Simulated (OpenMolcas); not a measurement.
## Potential curves of C₂: spin–orbit levels

Calculated with OpenMolcas 26.06: state-averaged CASSCF(8,8) over C 2s 2p, C 2s 2p, XMS-CASPT2 (IPEA 0.25, imaginary shift 0.2 hartree), scalar X2C, ANO-RCC-VTZP, then RASSI spin–orbit state interaction with atomic mean-field integrals. C2 symmetry about the axis (a holds Σ, Δ, Γ; b holds Π, Φ, H; Σ⁺ and Σ⁻ are not told apart); roots by multiplicity and irrep: 3b 6, 1a 4, 3a 3, 1b 4, 5a 3, 5b 2.

XMS-CASPT2 energies with spin–orbit state interaction in eV from the lowest point. Curves are followed by energy order within each symmetry, so they are adiabatic and may change character at avoided crossings and where g and u states cross; for Ω = 0 the + and − levels are counted together.

| R (Å) | (1)Ω=0 | (1)Ω=2 | (1)Ω=1 | (2)Ω=0 | (3)Ω=1 | (2)Ω=2 | (10)Ω=0 | (1)Ω=3 |
| --- | --- | --- | --- | --- | --- | --- | --- | --- |
| 1.126 | 0.805 | 1.889 | 1.655 | 1.655 | 2.937 | 3.709 | 8.522 | 9.178 |
| 1.191 | 0.165 | 0.873 | 0.874 | 0.876 | 1.876 | 2.934 | 7.037 | 7.171 |
| 1.250 | 0.000 | 0.392 | 0.393 | 0.395 | 1.385 | 2.337 | 5.913 | 5.917 |
| 1.309 | 0.100 | 0.233 | 0.235 | 0.236 | 1.202 | 1.920 | 5.047 | 5.051 |
| 1.374 | 0.310 | 0.307 | 0.308 | 0.310 | 1.253 | 1.746 | 4.415 | 4.419 |
| 1.440 | 0.562 | 0.559 | 0.560 | 0.562 | 1.487 | 1.775 | 4.048 | 4.051 |
| 1.532 | 1.093 | 1.090 | 1.092 | 1.093 | 1.983 | 2.039 | 3.831 | 3.834 |
| 1.649 | 1.915 | 1.912 | 1.914 | 1.915 | 2.757 | 2.576 | 4.460 | 3.874 |
| 1.833 | 3.173 | 3.205 | 3.173 | 3.208 | 3.956 | 3.536 | 5.722 | 4.288 |
| 2.094 | 4.547 | 4.723 | 4.547 | 4.726 | 5.030 | 4.791 | 5.913 | 5.034 |

Left out for impure symmetry, kinks or missing points, though low: (2)Ω=1, (3)Ω=0, (4)Ω=0, (5)Ω=0, (4)Ω=1, (5)Ω=1, (6)Ω=0, (7)Ω=0, (3)Ω=2, (8)Ω=0, (6)Ω=1, (9)Ω=0. g and u states are not told apart. Only roots inside an energy window near the equilibrium distance were included, so the list of states is not complete; labels number the states computed. Each spin and symmetry block has orbitals of its own, averaged over its own roots, so gaps between blocks are less sure than gaps within one and near the minimum can be off by tenths of an eV, in bad cases by more. No Rydberg orbitals are active, so Rydberg states, and σ→σ* states whose orbital the CASSCF left unused, can be missing between those listed. CASPT2 splits the two components of degenerate states numerically, here by up to 62 cm⁻¹. Points that failed a check (symmetry, reference weights, a jump) are left out.
